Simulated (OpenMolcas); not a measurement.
# One shape, several levels: SiNH4O− (SMILES N[SiH-]O)

Wanted: a comparison of 6 runs (HF/pcseg-1, B3LYP/6-31G*, PBE/6-31G**, PBE0/def2-SVP, PBE0/6-311G**, MP2/pcseg-2) of SiNH4O−. 

The results are computed with OpenMolcas 26.06.

9 further runs of the same task are left out: 1 that didn't finish, 8 set aside as unsound or not needed.

### Step 1. The molecule

The species is SiNH4O− (7 atoms), meant as a singlet with charge -1. As SMILES, `N[SiH-]O`. The shape is that of a GFN2-xTB optimisation. This is one conformer, not always the lowest.

Bond lengths: N1–Si2 1.835 Å, Si2–O3 1.697 Å, N1–H4 1.017 Å, N1–H5 1.016 Å, Si2–H6 1.554 Å, O3–H7 0.962 Å. Angles: N1–Si2–O3 100.2°, N1–Si2–H6 94.0°, O3–Si2–H6 101.8°, Si2–N1–H4 110.5°, Si2–N1–H5 109.5°, Si2–O3–H7 113.4°, H4–N1–H5 105.9°.

### Step 2. Energy and forces at HF/pcseg-1 (run 1)

mol.input

```
&GATEWAY
 BasLib = $CurrDir
 Coord
 7
 angstrom
 N       -0.940250       0.080330      -0.489950
 Si       0.408150       0.625000       0.628660
 O        1.725490      -0.181570      -0.074880
 H       -0.881470       0.565790      -1.381210
 H       -1.837290       0.339730      -0.090590
 H        0.007340      -0.353090       1.768080
 H        1.518040      -1.076200      -0.360110
 Basis = pcseg-1
 Group = NoSym

&SEWARD

&SCF
 Charge = -1
 Thresholds = 1e-10 1e-07 1e-07 1e-05
 PrOrbitals = 1 1

&ALASKA
```

The basis set pcseg-1 is read from a file made from the Basis Set Exchange's data (not shown).

On the command line:

```console
$ export MOLCAS_MEM=1860
$ pymolcas mol.input > mol.log
```

The program printed:

```text
--- Start Module: gateway ---
[...]
--- Stop Module: gateway /rc=_RC_ALL_IS_WELL_ ---
[...]
      Basis functions           66
[...]
--- Start Module: scf ---
[...]
       Convergence after  18 Iterations
[...]
::    Total SCF energy                               -420.5241371137
[...]
      Total spin, S                                     0.0000000000
[...]
      Total electronic charge=   34.000000
      Total            charge=   -1.000000
[...]
      Dipole Moment (debye):
      Origin of the operator (angstrom)=    0.3975    0.2448    0.1526
                   X= -1.2415E+00               Y= -1.7310E+00               Z= -2.5261E+00           Total=  3.3044E+00
      Center of Charge (angstrom)
[...]
--- Stop Module: scf /rc=_RC_ALL_IS_WELL_ ---
[...]
--- Start Module: alaska ---
[...]
 *              Molecular gradients               *
 **************************************************
  Irreducible representation: a
 ------------------------------------------------------------------------------------------
                              X                       Y                       Z
 ------------------------------------------------------------------------------------------
  N1                7.48496637096796E-03    9.07493113292190E-04    1.23909628244854E-02
  SI2               8.31153036374022E-03   -2.10839100460731E-02   -1.61587290335383E-02
  O3               -1.04790311889644E-02    2.65300567472935E-02    1.54391349104199E-02
  H4                2.25389785756319E-03    2.06020744210345E-03   -9.17227926660846E-03
  H5               -6.28016129216302E-03    2.85838258363236E-03    4.01093239837214E-03
  H6                1.40559619737690E-04    2.52051692766320E-03   -8.83582556806761E-04
  H7               -1.43176173079451E-03   -1.37927467678569E-02   -5.62643927628637E-03
 ------------------------------------------------------------------------------------------
--- Stop Module: alaska /rc=_RC_ALL_IS_WELL_ ---
[...]
```

Wall time 4.8 s (1 thread of Arm Neoverse V1, shared host); peak memory 0.41 GiB.

### Step 3. Energy and forces at B3LYP/6-31G(d) (spherical functions) (run 2)

test.inp

```
>>> EXPORT MOLCAS_PRINT=2

&GATEWAY
  BasLib=$CurrDir
  BasisSet
  N.6-31Gs....
  N1 -0.940250 0.080330 -0.489950 angstrom
  End of Basis
  BasisSet
  Si.6-31Gs....
  Si2 0.408150 0.625000 0.628660 angstrom
  End of Basis
  BasisSet
  O.6-31Gs....
  O3 1.725490 -0.181570 -0.074880 angstrom
  End of Basis
  BasisSet
  H.6-31Gs....
  H4 -0.881470 0.565790 -1.381210 angstrom
  H5 -1.837290 0.339730 -0.090590 angstrom
  H6 0.007340 -0.353090 1.768080 angstrom
  H7 1.518040 -1.076200 -0.360110 angstrom
  End of Basis

&SEWARD
  GridInput
  Grid=UltraFine
  End of Grid

&SCF
  Charge=-1
  KSDFT=B3LYP
  Thresholds=1e-10 1e-07 1e-07 1e-05
  PrOrbitals=1 1

&ALASKA
```

The basis set 6-31G* is read from a file made from the Basis Set Exchange's data (not shown).

On the command line:

```console
$ export MOLCAS_MEM=1860
$ pymolcas test.inp > test.log
```

The program printed:

```text
--- Start Module: gateway ---
[...]
--- Stop Module: gateway /rc=_RC_ALL_IS_WELL_ ---
[...]
      Basis functions           54
[...]
--- Start Module: scf ---
[...]
       Convergence after  16 Iterations
[...]
::    Total KS-DFT energy                            -421.8849988035
[...]
      Total spin, S                                     0.0000000000
[...]
      Total electronic charge=   34.000000
      Total            charge=   -1.000000
[...]
      Dipole Moment (debye):
      Origin of the operator (angstrom)=    0.3975    0.2448    0.1526
                   X= -1.2620E+00               Y= -1.7743E+00               Z= -2.4391E+00           Total=  3.2696E+00
      Center of Charge (angstrom)
[...]
--- Stop Module: scf /rc=_RC_ALL_IS_WELL_ ---
[...]
--- Start Module: alaska ---
[...]
 *              Molecular gradients               *
 **************************************************
  Irreducible representation: a
 ------------------------------------------------------------------------------------------
                              X                       Y                       Z
 ------------------------------------------------------------------------------------------
  N1                1.87815796303958E-03    1.52046677598507E-02    8.04184474906577E-03
  SI2               3.75247544193025E-03   -2.72652952963153E-02   -1.51432543118570E-02
  O3               -2.21566344295088E-02    2.82050955627566E-03    9.82177858416344E-03
  H4                1.07135019976748E-03   -5.75549676707054E-03    1.14727739648179E-03
  H5                5.40605575783459E-03   -7.26440564259301E-04   -1.10007035898629E-03
  H6                4.28287195166210E-03    5.60822139597295E-03   -4.37592743208004E-03
  H7                5.76572311524248E-03    1.01138339155384E-02    1.60835137316884E-03
 ------------------------------------------------------------------------------------------
--- Stop Module: alaska /rc=_RC_ALL_IS_WELL_ ---
[...]
```

Wall time 19 s (1 thread of Arm Neoverse V1, shared host); peak memory 0.39 GiB.

### Step 4. Energy and gradient at PBE/6-31G(d,p) (spherical functions) (run 3)

job.input

```
>>> EXPORT MOLCAS_PRINT=2

&GATEWAY
 BASLIB=$CurrDir
 COORD
 7
 bohr
 N     -1.77681499     0.15180170    -0.92587131
 Si     0.77129172     1.18107883     1.18799523
 O      3.26070353    -0.34311757    -0.14150269
 H     -1.66573689     1.06918814    -2.61010862
 H     -3.47197491     0.64199666    -0.17119029
 H      0.01387059    -0.66724340     3.34118697
 H      2.86867985    -2.03372326    -0.68050927
 BASIS=6-31Gss
 GROUP=NoSym

&SEWARD
 GRIDINPUT
 Grid=UltraFine
 End of Grid

&SCF
 CHARGE=-1
 KSDFT=PBE
 THRESHOLDS=1e-10 1e-07 1e-07 1e-05
 PRORBITALS=1 2

&ALASKA
```

The basis set 6-31G** is read from a file made from the Basis Set Exchange's data (not shown).

On the command line:

```console
$ export MOLCAS_MEM=1860
$ pymolcas job.input > job.log
```

The program printed:

```text
--- Start Module: gateway ---
[...]
--- Stop Module: gateway /rc=_RC_ALL_IS_WELL_ ---
[...]
      Basis functions           66
[...]
--- Start Module: scf ---
[...]
       Convergence after  19 Iterations
[...]
::    Total KS-DFT energy                            -421.5730822059
[...]
      Total spin, S                                     0.0000000000
[...]
      Total electronic charge=   34.000000
      Total            charge=   -1.000000
[...]
      Dipole Moment (debye):
      Origin of the operator (angstrom)=    0.3975    0.2448    0.1526
                   X= -1.2627E+00               Y= -1.9334E+00               Z= -2.5043E+00           Total=  3.4065E+00
      Center of Charge (angstrom)
[...]
--- Stop Module: scf /rc=_RC_ALL_IS_WELL_ ---
[...]
--- Start Module: alaska ---
[...]
 *              Molecular gradients               *
 **************************************************
  Irreducible representation: a
 ------------------------------------------------------------------------------------------
                              X                       Y                       Z
 ------------------------------------------------------------------------------------------
  N1                1.25808502662750E-04    1.99518422390916E-02    7.02849082205681E-03
  SI2               3.59160069445452E-03   -3.11501881195735E-02   -1.52322990214913E-02
  O3               -2.68955930820898E-02   -4.44105224099767E-04    1.01979045515521E-02
  H4                7.87533824635589E-04   -8.44779597028356E-03    4.74124882619043E-03
  H5                9.40629197380893E-03   -1.92017914723885E-03   -2.83317650547232E-03
  H6                5.91363174790738E-03    7.32455238491103E-03   -6.82237672354136E-03
  H7                7.07072633865263E-03    1.46858738371884E-02    2.92020805068294E-03
 ------------------------------------------------------------------------------------------
--- Stop Module: alaska /rc=_RC_ALL_IS_WELL_ ---
[...]
```

It took 24 s on 1 thread of Arm Neoverse V1, shared host; peak memory 0.41 GiB.

Runs 4 to 5 aren't shown in full; the table further down has their settings and results.

### Step 5. A single-point energy at MP2/pcseg-2 (run 6)

input.xyz

```xyz
7

N     -0.940250     0.080330    -0.489950
Si     0.408150     0.625000     0.628660
O      1.725490    -0.181570    -0.074880
H     -0.881470     0.565790    -1.381210
H     -1.837290     0.339730    -0.090590
H      0.007340    -0.353090     1.768080
H      1.518040    -1.076200    -0.360110
```

mol.input

```
* H4NOSi MP2

&GATEWAY
 BASLIB=$CurrDir
 COORD=input.xyz
 BASIS=pcseg-2
 GROUP=NoSym

&SEWARD

&SCF
 CHARGE=-1
 THRESHOLDS=1e-10 1e-07 1e-07 1e-05
 PRORBITALS=0

&MBPT2
 FROZEN=7
```

The basis set pcseg-2 is read from a file made from the Basis Set Exchange's data (not shown).

On the command line:

```console
$ export MOLCAS_MEM=1860
$ pymolcas mol.input > mol.log
```

The program printed:

```text
--- Start Module: gateway ---
[...]
--- Stop Module: gateway /rc=_RC_ALL_IS_WELL_ ---
[...]
      Basis functions          150
[...]
--- Start Module: scf ---
[...]
       Convergence after  17 Iterations
[...]
::    Total SCF energy                               -420.6574612716
[...]
      Total spin, S                                     0.0000000000
[...]
      Total electronic charge=   34.000000
      Total            charge=   -1.000000
[...]
      Dipole Moment (debye):
      Origin of the operator (angstrom)=    0.3975    0.2448    0.1526
                   X= -1.2545E+00               Y= -1.9478E+00               Z= -2.4337E+00           Total=  3.3602E+00
      Center of Charge (angstrom)
[...]
--- Stop Module: scf /rc=_RC_ALL_IS_WELL_ ---
[...]
--- Start Module: mbpt2 ---
[...]
WARNING!
Default frozen orbitals as non valence orbitals is overwritten by user input.
Default values:   4
[...]
       Reference weight ( Cref**2 )         =        0.84824
::    Total MBPT2 energy                             -421.2434610834
[...]
      Total MBPT2 calculations                           1.61      1.81
--- Stop Module: mbpt2 /rc=_RC_ALL_IS_WELL_ ---
[...]
```

Wall time 47 s (1 thread of Arm Neoverse V1, shared host); peak memory 0.98 GiB.

### Step 6. Overview of the runs

```tsv
run	level	integration grid	task	energy (Eh)	HOMO energy (eV)	LUMO energy (eV)	HOMO–LUMO gap (eV)	wall time
1	HF/pcseg-1	–	gradient	-420.524137	-1.12	8.77	9.89	4.8 s
2	B3LYP/6-31G* (spherical functions)	UltraFine	gradient	-421.884999	1.73	6.63	4.90	19 s
3	PBE/6-31G** (spherical functions)	UltraFine	gradient	-421.573082	2.58	6.01	3.43	24 s
4	PBE0/def2-SVP	UltraFine	gradient	-421.434050	1.51	6.66	5.15	23 s
5	PBE0/6-311G**	UltraFine	gradient	-421.681450	1.18	5.93	4.75	29 s
6	MP2/pcseg-2	–	energy	-421.243461	-1.25	7.01	8.26	47 s
```

### Step 7. Summary of results

| quantity | value |
| --- | --- |
| run 6: total energy | -421.24346 Eh |
| run 6: HOMO energy (Hartree–Fock orbitals) | -1.25 eV |
| run 6: LUMO energy (Hartree–Fock orbitals) | 7.01 eV |
| run 6: HOMO–LUMO gap (to an unbound level, set by the basis) | 8.26 eV |
| run 6: correlation energy (7 core orbitals frozen) | -586.0 mEh |

In words: Over runs 1, 2, 3, 4, 5 the HOMO–LUMO gap runs from 3.43 eV (PBE/6-31G**) to 9.89 eV (HF/pcseg-1). The two ends differ in method and basis. The empty levels of an anion lie above zero and hang on the basis. Totals of different functionals can't be ranked against each other. In runs 2, 3, 4, 5 the HOMO lies above zero, so the outermost electron may be held by the basis alone. All runs together took 2.4 min, the longest 47 s.
